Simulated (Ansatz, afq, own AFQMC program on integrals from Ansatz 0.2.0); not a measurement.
Two steps: Ansatz 0.2.0 writes the Fock matrix and Cholesky factors of the valence space, and afq projects on them the lowest state that overlaps trial and start.

```yaml
crystal:
  periodic: [false, false, false]
  atoms:
    - {symbol: Al, position_ang: [0.000000, 0.000000, 0.120635]}
    - {symbol: N, position_ang: [0.000000, 0.000000, -1.821365]}
    - {symbol: H, position_ang: [0.000000, 0.000000, 1.700730]}
basis:
  gaussian: {orbitals: 6-31G}
magnetization: {spin_polarized: true, initial_magnetization: 1}
correlation: {method: ccsd_t, electrons: outside_noble_gas, hamiltonian_folder: ham}
```

```sh
$ ansatz run in.yaml --threads 1 --pin off --events-out ev --progress --plain --max-ram 24576MiB --backend cuda --devices 0, --max-vram 18GiB
```

afq runs on the folder ham with

```
--method free --trial cid --walkers 50 --time-step 0.02 --max-blocks 120 --target-error 0.00072 --factor-cut 1e-05 --seed 181 --times 0.0,0.2,0.4,0.8,1.2 --taylor-order 4
```

Times are imaginary, in 1/Eh. The walk had a cap of 60 s.

Log:

```
orbitals 18  electrons 5 4  factors 103 of 302
reference energy -296.77899473 Eh
CCSD correlation -0.13338363 Eh in 19 cycles, weight of the determinant in the CISD state 0.6569
repeat  energy at the last time / Eh  error
    10  -296.917047  0.003011
    20  -296.918933  0.001787
    30  -296.918636  0.001472
    40  -296.919636  0.001315
    50  -296.919812  0.001143
    60  -296.920171  0.000994
    70  -296.920210  0.000942
    80  -296.919766  0.000865
    90  -296.919081  0.000863
   100  -296.919233  0.000809
   110  -296.919106  0.000763
   120  -296.919230  0.000728
time / (1/Eh)  energy / Eh  error  mean overlap
  0.00  -296.912766  0.000494  1.2233
  0.20  -296.916284  0.000476  1.2276
  0.40  -296.918156  0.000516  1.2276
  0.80  -296.918295  0.000605  1.2304
  1.20  -296.919230  0.000728  1.2277
energy -296.919230 +/- 0.000728 Eh
```

The run passed its tests (error under three times the target), which doesn't prove that it has relaxed.

Against this walk (error 19.8 meV) on the same determinant: CCSD(T) 43.3 meV higher, CCSDT(Q) 106.7 meV lower, CCSDTQ 89.5 meV lower, full CI 90.8 meV lower. The error is statistical, and a free projection of finite length keeps a remainder of its start. The determinant has ⟨S²⟩ = 1.69, so the low cluster orders mix in higher spin, and so can this walk. The projection is still falling at its last time (meV from the last point: 176 ± 13 at 0.00, 80 ± 13 at 0.20, 29 ± 14 at 0.40, 25 ± 16 at 0.80, 0 ± 20 at 1.20), so its energy is a cut-off value, and the gaps above aren't errors of the other methods. Full CI is exact here, so the walk's 91 meV above it is the walk's own error: what remains of the start. The determinant is a poor start (see the cautions), so the low cluster orders aren't to be relied on, and full CI is the sure value.

Cautions: remainder of the start not in the error; start is not spin pure; strong correlation (T1 0.117, weight of the determinant 0.66, largest double 0.19); unrestricted determinant spin contaminated (⟨S²⟩ 1.69 against 0.75).

The walk took 11 s on 1 × NVIDIA H100 80GB HBM3 with 2 threads of AMD EPYC 7R13 Processor (Zen 3) (shared host) (the card was shared). The log's last line is the free-projection energy.

CCSDT and higher add their correlation energy to the determinant of the CCSD(T) run, since their own runs factorise the integrals more tightly (a shift of under 2 meV). A walk keeps the symmetry of its determinant, which the program's search chose and which needn't be the lowest solution, so a lower state of the same spin and another symmetry isn't excluded.
